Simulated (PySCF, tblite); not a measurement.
# C2HClN2S: vibronic structure

Wanted: vibronic structure for C2HClN2S (`Clc1nncs1`).

Computed with tblite 0.8.0 and PySCF 2.14.0 and routines of our own; the level stands in each step. Atoms count from 0.

## Step 1: The system as given

7 atoms, charge 0, multiplicity 1; geometry from: force field or distance geometry start.

## Step 2: Geometry optimisation with GFN2-xTB

Job settings and geometry (Å):

```
{"job": {"kind": "relax", "xc": "GFN2-xTB", "basis": "xTB"}, "charge": 0, "multiplicity": 1}
Cl     2.862300     0.256500     0.911800
C      1.159300     0.102400     0.463300
N      0.436200    -0.997200     0.628000
N     -0.795000    -0.969100     0.253300
C     -1.334800     0.085100    -0.246100
S      0.031100     1.331200    -0.274500
H     -2.355800     0.196000    -0.592000
```

Command:

```console
> OMP_NUM_THREADS=1 python excited_run.py task.json out
```

One launch serves the whole session: the jobs run in the order shown.

What it wrote:

```text
step      E/eV     max force
  0    -500.11952    2.967
  1    -500.34970    1.933
  2    -500.54875    1.670
  3    -500.68422    1.296
  4    -500.73014    0.410
  5    -500.73719    0.300
  6    -500.74349    0.286
  7    -500.75542    0.293
  8    -500.76056    0.206
  9    -500.76259    0.075
 10    -500.76298    0.046
 11    -500.76305    0.026
 12    -500.76309    0.020
 13    -500.76312    0.019
 14    -500.76313    0.014
 15    -500.76314    0.005
```

Wall time 0.12 s (1 thread of Arm Neoverse N1, shared host).

Step by step:

```tsv
step	energy from step 0 (eV)	largest force (eV/Å)
0	0.0000	2.9671
1	-0.2302	1.9334
2	-0.4292	1.6701
3	-0.5647	1.2962
4	-0.6106	0.4098
5	-0.6177	0.2997
6	-0.6240	0.2857
7	-0.6359	0.2931
8	-0.6410	0.2063
9	-0.6431	0.0755
10	-0.6435	0.0463
11	-0.6435	0.0257
12	-0.6436	0.0195
13	-0.6436	0.0194
14	-0.6436	0.0136
15	-0.6436	0.0054
```

Distances of close pairs at the start and the end, largest changes first:

```tsv
bond	before (Å)	after (Å)	change (Å)
C4–S5	1.849	1.736	-0.113
Cl0–C1	1.768	1.681	-0.087
C1–S5	1.824	1.766	-0.058
C1–N2	1.326	1.286	-0.040
N2–N3	1.287	1.319	+0.032
C4–H6	1.084	1.071	-0.013
N3–C4	1.285	1.281	-0.004
```

The end geometry stands in the next job.

## Step 3: Vibrational analysis with GFN2-xTB

Job settings and geometry (Å):

```
{"job": {"kind": "ir", "xc": "GFN2-xTB", "basis": "xTB"}, "charge": 0, "multiplicity": 1}
Cl     2.673803     0.337153     0.829238
C      1.059320     0.063848     0.450968
N      0.447177    -1.050094     0.645913
N     -0.817388    -1.027968     0.270411
C     -1.200114     0.092921    -0.217536
S      0.035200     1.311544    -0.265959
H     -2.194665     0.277500    -0.569151
```

What it wrote:

```text
mode    cm-1     km/mol
  1     216.7      0.63
  2     246.8      2.70
  3     428.0      5.18
  4     500.1      4.35
  5     613.0      0.00
  6     626.8      3.21
  7     703.1      1.27
  8     789.7      4.62
  9     862.4     40.78
 10     971.5    117.41
 11    1084.4     19.16
 12    1214.9     63.94
 13    1453.8     33.88
 14    1470.0     90.12
 15    3173.1      0.32
```

Run time: 0.26 s. Hardware: 1 thread of Arm Neoverse N1, shared host.

Which atoms move in the most intense modes:

```tsv
cm⁻¹	km/mol	atoms
428	5.2	Cl0 58 %, S5 13 %
790	4.6	H6 82 %, C4 16 %
862	40.8	C4 43 %, N3 19 %, H6 16 %, C1 12 %
972	117.4	C1 57 %, N2 21 %, N3 12 %
1084	19.2	H6 65 %, N2 23 %, C4 10 %
1215	63.9	N3 45 %, N2 37 %, H6 12 %
1454	33.9	C1 57 %, N2 38 %
1470	90.1	C4 49 %, N3 44 %
```

## Step 4: Vibronic structure: TDDFT PBE0/def2-SVPD

Settings changed since step 3:

```diff
@@ -1,2 +1,2 @@
-{"job": {"kind": "ir", "xc": "GFN2-xTB", "basis": "xTB"}, "charge": 0, "multiplicity": 1}
+{"job": {"kind": "vib", "xc": "PBE0", "basis": "def2-SVPD", "tda": false}, "charge": 0, "multiplicity": 1}
 Cl     2.673803     0.337153     0.829238
```

Level: TDDFT PBE0/def2-SVPD vertical-gradient vibronic structure (displaced harmonic oscillators, Condon), gas phase.

What it wrote:

```text
final grid: 35704 points
cycle   1  E = -1043.7384029096  dE =  1.256e+00  |g| = 3.880e-01  |ddm| = 4.672e+00
cycle   2  E = -1043.6426950956  dE =  9.571e-02  |g| = 7.582e-01  |ddm| = 1.772e+00
cycle   3  E = -1043.7750241879  dE = -1.323e-01  |g| = 1.001e-01  |ddm| = 1.274e+00
cycle   4  E = -1043.7766273288  dE = -1.603e-03  |g| = 5.648e-02  |ddm| = 2.464e-01
cycle   5  E = -1043.7774825631  dE = -8.552e-04  |g| = 1.445e-02  |ddm| = 1.267e-01
cycle   6  E = -1043.7775327279  dE = -5.016e-05  |g| = 5.977e-03  |ddm| = 2.793e-02
cycle   7  E = -1043.7775424728  dE = -9.745e-06  |g| = 1.119e-03  |ddm| = 9.106e-03
cycle   8  E = -1043.7775428186  dE = -3.458e-07  |g| = 3.520e-04  |ddm| = 2.445e-03
cycle   9  E = -1043.7775428550  dE = -3.640e-08  |g| = 5.383e-05  |ddm| = 7.216e-04
cycle  10  E = -1043.7775428560  dE = -1.011e-09  |g| = 1.440e-05  |ddm| = 1.712e-04
cycle  11  E = -1043.7775428561  dE = -5.957e-11  |g| = 5.698e-06  |ddm| = 3.705e-05
converged SCF energy = -1043.7775428561

Singlet excitations (eV, f): 4.575 (0.0000)  5.670 (0.1128)  5.968 (0.0314)  6.019 (0.0003)  6.141 (0.0016)  6.336 (0.0046)

State S1  4.5747 eV  f = 0.00000  H->L 0.99
  relaxed dipole 1.467 D, largest gradient of the excitation energy 0.1457 Eh/bohr
  mode    cm-1        S   lambda/meV  Raman
   12   1214.9    4.0147     604.7   1.000
   14   1470.0    0.6469     117.9   0.236
    9    862.4    0.7267      77.7   0.091
   13   1453.8    0.3292      59.3   0.117
   11   1084.4    0.3925      52.8   0.078
    3    428.0    0.1463       7.8   0.005
    2    246.8    0.1735       5.3   0.002
  reorganisation energy 0.9279 eV, total S 6.441, 0-0 3.6468 eV
  absorption maximum 4.558 eV, width 0.856 eV

State S2  5.6703 eV  f = 0.11280  H-1->L 0.87
  relaxed dipole 2.184 D, largest gradient of the excitation energy 0.0759 Eh/bohr
  mode    cm-1        S   lambda/meV  Raman
   14   1470.0    1.2463     227.1   1.000
    6    626.8    2.0675     160.7   0.302
   12   1214.9    0.7279     109.6   0.399
   13   1453.8    0.1963      35.4   0.154
    3    428.0    0.2186      11.6   0.015
    2    246.8    0.2206       6.8   0.005
   11   1084.4    0.0436       5.9   0.019
    7    703.1    0.0606       5.3   0.011
   10    971.5    0.0082       1.0   0.003
  reorganisation energy 0.5638 eV, total S 4.791, 0-0 5.1065 eV
  absorption maximum 5.605 eV, width 0.646 eV

State S3  5.9681 eV  f = 0.03139  H->L+1 0.58, H-2->L 0.30, H-1->L 0.09
  relaxed dipole 0.976 D, largest gradient of the excitation energy 0.0688 Eh/bohr
  mode    cm-1        S   lambda/meV  Raman
   12   1214.9    0.7847     118.2   1.000
    6    626.8    1.4612     113.5   0.496
    9    862.4    0.4106      43.9   0.264
   13   1453.8    0.2199      39.6   0.401
    7    703.1    0.3655      31.9   0.156
    2    246.8    0.5409      16.6   0.028
    3    428.0    0.1054       5.6   0.017
   10    971.5    0.0255       3.1   0.021
   14   1470.0    0.0156       2.9   0.029
   11   1084.4    0.0163       2.2   0.017
  reorganisation energy 0.3775 eV, total S 3.946, 0-0 5.5907 eV
  absorption maximum 5.919 eV, width 0.488 eV

State T1  3.9841 eV  f = 0.00000  H-1->L 0.94
  relaxed dipole 1.937 D, largest gradient of the excitation energy 0.1054 Eh/bohr
  mode    cm-1        S   lambda/meV  Raman
   14   1470.0    2.2018     401.3   1.000
   12   1214.9    1.1413     171.9   0.354
   13   1453.8    0.8980     161.9   0.399
    6    626.8    0.9768      75.9   0.081
    3    428.0    0.4688      24.9   0.018
   11   1084.4    0.0740       9.9   0.018
    2    246.8    0.2897       8.9   0.004
   10    971.5    0.0233       2.8   0.005
    7    703.1    0.0196       1.7   0.002
  reorganisation energy 0.8603 eV, total S 6.096, 0-0 3.1238 eV
  absorption maximum 4.001 eV, width 0.890 eV
```

Run time: 33 s. Hardware: 1 thread of Arm Neoverse N1, shared host; peak memory 0.65 GiB.

## Step 5: Vibronic structure: TDDFT PBE/def2-SV(P)

Settings changed since step 4:

```diff
@@ -1,2 +1,2 @@
-{"job": {"kind": "vib", "xc": "PBE0", "basis": "def2-SVPD", "tda": false}, "charge": 0, "multiplicity": 1}
+{"job": {"kind": "vib", "xc": "PBE", "basis": "def2-SV(P)", "tda": false}, "charge": 0, "multiplicity": 1}
 Cl     2.673803     0.337153     0.829238
```

Level: TDDFT PBE/def2-SV(P) vertical-gradient vibronic structure (displaced harmonic oscillators, Condon), gas phase.

What it wrote:

```text
final grid: 35704 points
cycle   1  E = -1043.6513770167  dE =  1.084e+00  |g| = 3.860e-01  |ddm| = 3.493e+00
cycle   2  E = -1043.2363316190  dE =  4.150e-01  |g| = 1.333e+00  |ddm| = 2.405e+00
cycle   3  E = -1043.6847314487  dE = -4.484e-01  |g| = 1.513e-01  |ddm| = 1.972e+00
cycle   4  E = -1043.6861133128  dE = -1.382e-03  |g| = 1.285e-01  |ddm| = 3.164e-01
cycle   5  E = -1043.6903899700  dE = -4.277e-03  |g| = 3.177e-02  |ddm| = 1.678e-01
cycle   6  E = -1043.6906608719  dE = -2.709e-04  |g| = 1.080e-02  |ddm| = 5.211e-02
cycle   7  E = -1043.6906936695  dE = -3.280e-05  |g| = 1.966e-03  |ddm| = 1.466e-02
cycle   8  E = -1043.6906946881  dE = -1.019e-06  |g| = 6.529e-04  |ddm| = 3.284e-03
cycle   9  E = -1043.6906948038  dE = -1.156e-07  |g| = 1.315e-04  |ddm| = 9.313e-04
cycle  10  E = -1043.6906948064  dE = -2.615e-09  |g| = 8.297e-05  |ddm| = 1.951e-04
cycle  11  E = -1043.6906948077  dE = -1.381e-09  |g| = 2.295e-05  |ddm| = 9.856e-05
cycle  12  E = -1043.6906948079  dE = -1.523e-10  |g| = 1.685e-06  |ddm| = 3.165e-05
converged SCF energy = -1043.6906948079

Singlet excitations (eV, f): 3.984 (0.0000)  5.359 (0.0504)  5.515 (0.0003)  5.557 (0.0865)  5.961 (0.0002)  6.079 (0.0019)

State S1  3.9838 eV  f = 0.00000  H->L 1.00
  relaxed dipole 1.337 D, largest gradient of the excitation energy 0.1338 Eh/bohr
  mode    cm-1        S   lambda/meV  Raman
   12   1214.9    3.2049     482.8   1.000
   14   1470.0    0.6609     120.5   0.302
   13   1453.8    0.3371      60.8   0.151
    9    862.4    0.4599      49.2   0.072
   11   1084.4    0.3260      43.8   0.081
    3    428.0    0.2040      10.8   0.008
    2    246.8    0.1385       4.2   0.002
    6    626.8    0.0149       1.2   0.001
    7    703.1    0.0129       1.1   0.001
  reorganisation energy 0.7764 eV, total S 5.366, 0-0 3.2074 eV
  absorption maximum 3.831 eV, width 0.826 eV

State S2  5.3592 eV  f = 0.05037  H-1->L 0.47, H->L+1 0.42
  relaxed dipole 1.603 D, largest gradient of the excitation energy 0.0597 Eh/bohr
  mode    cm-1        S   lambda/meV  Raman
    6    626.8    2.9627     230.2   1.000
   12   1214.9    0.4536      68.3   0.575
   14   1470.0    0.3262      59.5   0.606
    2    246.8    1.0784      33.0   0.056
    3    428.0    0.0995       5.3   0.016
   11   1084.4    0.0297       4.0   0.030
   10    971.5    0.0323       3.9   0.026
   13   1453.8    0.0089       1.6   0.016
    9    862.4    0.0057       0.6   0.004
  reorganisation energy 0.4069 eV, total S 4.999, 0-0 4.9523 eV
  absorption maximum 5.290 eV, width 0.490 eV

State S4  5.5566 eV  f = 0.08651  H-1->L 0.46, H->L+1 0.37, H-3->L 0.10
  relaxed dipole 1.376 D, largest gradient of the excitation energy 0.0573 Eh/bohr
  mode    cm-1        S   lambda/meV  Raman
    6    626.8    1.7364     134.9   1.000
   12   1214.9    0.4021      60.6   0.870
   14   1470.0    0.2406      43.8   0.762
    2    246.8    1.3426      41.1   0.120
   13   1453.8    0.1846      33.3   0.572
   10    971.5    0.1209      14.6   0.167
    7    703.1    0.1500      13.1   0.109
   11   1084.4    0.0154       2.1   0.027
  reorganisation energy 0.3437 eV, total S 4.194, 0-0 5.2130 eV
  absorption maximum 5.477 eV, width 0.470 eV

State T1  3.5990 eV  f = 0.00000  H->L 0.99
  relaxed dipole 1.204 D, largest gradient of the excitation energy 0.1259 Eh/bohr
  mode    cm-1        S   lambda/meV  Raman
   12   1214.9    2.8521     429.6   1.000
   14   1470.0    0.6438     117.3   0.330
   13   1453.8    0.2599      46.9   0.130
    9    862.4    0.4075      43.6   0.072
   11   1084.4    0.2769      37.2   0.077
    3    428.0    0.1598       8.5   0.007
    2    246.8    0.1437       4.4   0.002
    7    703.1    0.0062       0.5   0.001
  reorganisation energy 0.6903 eV, total S 4.759, 0-0 2.9087 eV
  absorption maximum 3.531 eV, width 0.688 eV
```

It took 19 s on 1 thread of Arm Neoverse N1, shared host; peak memory 0.61 GiB.

## Step 6: Vibronic structure: TDDFT PBE0/pcseg-1

Settings changed since step 5:

```diff
@@ -1,2 +1,2 @@
-{"job": {"kind": "vib", "xc": "PBE", "basis": "def2-SV(P)", "tda": false}, "charge": 0, "multiplicity": 1}
+{"job": {"kind": "vib", "xc": "PBE0", "basis": "pcseg-1", "tda": false, "temperature": 200, "nstates": 10}, "charge": 0, "multiplicity": 1}
 Cl     2.673803     0.337153     0.829238
```

Level: TDDFT PBE0/pcseg-1 vertical-gradient vibronic structure (displaced harmonic oscillators, Condon), gas phase.

What it wrote:

```text
final grid: 35704 points
cycle   1  E = -1044.0442113647  dE =  1.312e+00  |g| = 3.954e-01  |ddm| = 3.429e+00
cycle   2  E = -1043.9592007389  dE =  8.501e-02  |g| = 7.353e-01  |ddm| = 1.046e+00
cycle   3  E = -1044.0815213543  dE = -1.223e-01  |g| = 1.066e-01  |ddm| = 7.411e-01
cycle   4  E = -1044.0834175526  dE = -1.896e-03  |g| = 5.713e-02  |ddm| = 1.735e-01
cycle   5  E = -1044.0842922440  dE = -8.747e-04  |g| = 1.454e-02  |ddm| = 8.583e-02
cycle   6  E = -1044.0843442823  dE = -5.204e-05  |g| = 5.628e-03  |ddm| = 2.125e-02
cycle   7  E = -1044.0843528094  dE = -8.527e-06  |g| = 1.153e-03  |ddm| = 6.972e-03
cycle   8  E = -1044.0843531857  dE = -3.763e-07  |g| = 3.221e-04  |ddm| = 2.020e-03
cycle   9  E = -1044.0843532183  dE = -3.262e-08  |g| = 5.484e-05  |ddm| = 5.885e-04
cycle  10  E = -1044.0843532194  dE = -1.053e-09  |g| = 1.433e-05  |ddm| = 1.309e-04
cycle  11  E = -1044.0843532195  dE = -6.003e-11  |g| = 6.433e-06  |ddm| = 2.581e-05
converged SCF energy = -1044.0843532195

Singlet excitations (eV, f): 4.643 (0.0000)  5.738 (0.1317)  6.050 (0.0314)  6.083 (0.0002)  6.161 (0.0004)  6.587 (0.0098)  6.789 (0.0650)  6.810 (0.0001)  6.966 (0.0024)  7.250 (0.0004)

State S1  4.6427 eV  f = 0.00000  H->L 1.00
  relaxed dipole 1.584 D, largest gradient of the excitation energy 0.1475 Eh/bohr
  mode    cm-1        S   lambda/meV  Raman
   12   1214.9    4.1246     621.3   1.000
   14   1470.0    0.6517     118.8   0.231
    9    862.4    0.7695      82.3   0.094
   13   1453.8    0.3308      59.6   0.115
   11   1084.4    0.4068      54.7   0.079
    3    428.0    0.1797       9.5   0.005
    2    246.8    0.1559       4.8   0.002
  reorganisation energy 0.9534 eV, total S 6.628, 0-0 3.6893 eV
  absorption maximum 4.598 eV, width 0.917 eV

State S2  5.7379 eV  f = 0.13166  H-1->L 0.88
  relaxed dipole 2.617 D, largest gradient of the excitation energy 0.0767 Eh/bohr
  mode    cm-1        S   lambda/meV  Raman
   14   1470.0    1.3276     242.0   1.000
    6    626.8    2.0735     161.1   0.284
   12   1214.9    0.7350     110.7   0.378
   13   1453.8    0.2100      37.8   0.155
    3    428.0    0.1997      10.6   0.013
    2    246.8    0.2312       7.1   0.005
   11   1084.4    0.0442       5.9   0.018
    7    703.1    0.0439       3.8   0.008
  reorganisation energy 0.5801 eV, total S 4.870, 0-0 5.1578 eV
  absorption maximum 5.662 eV, width 0.652 eV

State S7  6.7891 eV  f = 0.06496  H-2->L 0.40, H-1->L+2 0.27, H->L+1 0.25
  relaxed dipole 2.585 D, largest gradient of the excitation energy 0.0469 Eh/bohr
  mode    cm-1        S   lambda/meV  Raman
    6    626.8    0.8406      65.3   0.633
   14   1470.0    0.2413      44.0   1.000
   13   1453.8    0.1552      28.0   0.629
    3    428.0    0.4581      24.3   0.161
    9    862.4    0.1761      18.8   0.251
    2    246.8    0.5566      17.0   0.065
   12   1214.9    0.0938      14.1   0.266
   11   1084.4    0.0113       1.5   0.026
    7    703.1    0.0135       1.2   0.013
  reorganisation energy 0.2151 eV, total S 2.551, 0-0 6.5740 eV
  absorption maximum 6.752 eV, width 0.368 eV

State T1  4.0183 eV  f = 0.00000  H-1->L 0.94
  relaxed dipole 2.122 D, largest gradient of the excitation energy 0.1069 Eh/bohr
  mode    cm-1        S   lambda/meV  Raman
   14   1470.0    2.2510     410.2   1.000
   12   1214.9    1.1623     175.1   0.353
   13   1453.8    0.9218     166.2   0.401
    6    626.8    0.9347      72.6   0.075
    3    428.0    0.4660      24.7   0.018
   11   1084.4    0.0784      10.5   0.019
    2    246.8    0.2932       9.0   0.004
   10    971.5    0.0297       3.6   0.006
    7    703.1    0.0222       1.9   0.002
  reorganisation energy 0.8751 eV, total S 6.163, 0-0 3.1432 eV
  absorption maximum 4.022 eV, width 0.877 eV
```

It took 23 s on 1 thread of Arm Neoverse N1, shared host; peak memory 0.61 GiB.

## Step 7: Results

| quantity | value |
| --- | --- |
| strongest single infrared mode (GFN2-xTB) | 972 cm⁻¹, 117 km/mol |
| zero-point energy (GFN2-xTB) | 20.5 kcal/mol |
| S1: vertical, reorganisation, 0-0, total S (step 4, TDDFT PBE0/def2-SVPD, modes from GFN2-xTB) | 4.57, 0.93, 3.65 eV; 6.4 |
| S2: vertical, reorganisation, 0-0, total S (step 4, TDDFT PBE0/def2-SVPD, modes from GFN2-xTB) | 5.67, 0.56, 5.11 eV; 4.8 |
| S3: vertical, reorganisation, 0-0, total S (step 4, TDDFT PBE0/def2-SVPD, modes from GFN2-xTB) | 5.97, 0.38, 5.59 eV; 3.9 |
| S1: vertical, reorganisation, 0-0, total S (step 5, TDDFT PBE/def2-SV(P), modes from GFN2-xTB) | 3.98, 0.78, 3.21 eV; 5.4 |
| S2: vertical, reorganisation, 0-0, total S (step 5, TDDFT PBE/def2-SV(P), modes from GFN2-xTB) | 5.36, 0.41, 4.95 eV; 5.0 |
| S4: vertical, reorganisation, 0-0, total S (step 5, TDDFT PBE/def2-SV(P), modes from GFN2-xTB) | 5.56, 0.34, 5.21 eV; 4.2 |
| S1: vertical, reorganisation, 0-0, total S (step 6, TDDFT PBE0/pcseg-1, modes from GFN2-xTB) | 4.64, 0.95, 3.69 eV; 6.6 |
| S2: vertical, reorganisation, 0-0, total S (step 6, TDDFT PBE0/pcseg-1, modes from GFN2-xTB) | 5.74, 0.58, 5.16 eV; 4.9 |
| S7: vertical, reorganisation, 0-0, total S (step 6, TDDFT PBE0/pcseg-1, modes from GFN2-xTB) | 6.79, 0.22, 6.57 eV; 2.6 |

What this shows: All 15 modes are real, so the xTB geometry is a minimum. The strongest single mode, at 972 cm⁻¹, moves mainly C1. GFN2-xTB is a fitted tight-binding method: band positions and strengths are rough. Its intensities can rank the bands wrongly. The vibronic model keeps the ground-state modes (from xTB) and shifts them along the gradient alone, so it can miss much of the relaxation that a full optimisation finds. Some states lie very close; unless symmetry makes them partners, their order is unsure.
